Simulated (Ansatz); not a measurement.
`CCCC#N` + `NCS` → `CSCN` + `CCC#N`  (substitution at a C–C bond)

Calculated with Ansatz (gas phase, PBE0-D4/def2-TZVP geometries, no zero-point term in ΔE). CCSD(T)/CBS is the MP2 limit (def2-TZVPP, def2-QZVPP) plus CCSD(T) − MP2 in def2-TZVPP, frozen cores. Functionals use def2-TZVPP. Each species was taken in one conformer, which may not be the lowest.

(1) Is it downhill or uphill in electronic energy at CCSD(T)/CBS, and by how much? (Best estimate.)

(2) What do these levels give: BLYP-D4, r2SCAN0, BHLYP, CCSD(T)/def2-SVP, MP2/def2-TZVPP, CCSD/def2-TZVPP? (An estimate is asked.)

(3) What do rigid-rotor, harmonic-oscillator terms from PBE0-D4/def2-TZVP frequencies (298.15 K, 1 bar) make of the CCSD(T)/CBS value? (Best estimate.)

Largest T1 diagnostic among the species: 0.012.

Results:

(1) Ansatz gave: Downhill: ΔE = -7.4 kJ/mol.

(2) Ansatz gave: BLYP-D4 -15.6, r2SCAN0 -10.4, BHLYP -6.7, CCSD(T)/def2-SVP 0.8, MP2/def2-TZVPP -8.4, CCSD/def2-TZVPP -3.8 kJ/mol.

(3) The calculation gave: ΔZPE = +3.9 kJ/mol, ΔH = -3.6 kJ/mol, ΔS = -1 J/(mol·K), ΔG = -3.4 kJ/mol.

From BLYP to BHLYP (50 % exact exchange), in def2-TZVPP and without D4, ΔE moves by +6.5 kJ/mol. At CCSD(T), def2-SVP lies +8.2 kJ/mol from the extrapolated value and def2-TZVPP +1.5 kJ/mol. Leaving LDA and LC-ωPBE aside and taking each functional with its dispersion term where it has one, the values, not all of them listed here, spread over 7.7 kJ/mol, from revPBE-D4 to PBE-QIDH.
